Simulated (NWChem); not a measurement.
**Correlation energy of allene (C3H4)**

```xyz
7

C      0.0000     0.0000     1.3078
C      0.0000     0.0000     0.0000
C      0.0000     0.0000    -1.3078
H      0.0000    -0.9368     1.8749
H      0.0000     0.9368     1.8749
H      0.9368     0.0000    -1.8749
H     -0.9368     0.0000    -1.8749
```
Charge 0, spin multiplicity 1.

All runs are NWChem calculations. The geometry was optimised at PBE0/def2-SVP, a minimum by its harmonic frequencies.

Basis set: 3-21G. Each correlation energy counts from its own Hartree-Fock reference.

The correlated methods keep 3 core orbitals frozen. Coupled-cluster values serve here as a point of comparison, not as the truth.

Q: One of these methods gave a correlation energy of -264.2 mHa. Which?
A) SCS-MP2
B) CR-CCSD[T]
C) MP2
D) CCSD

A: C, MP2. The others give -266.2 (SCS-MP2), -305.4 (CR-CCSD[T]), -297.4 (CCSD).
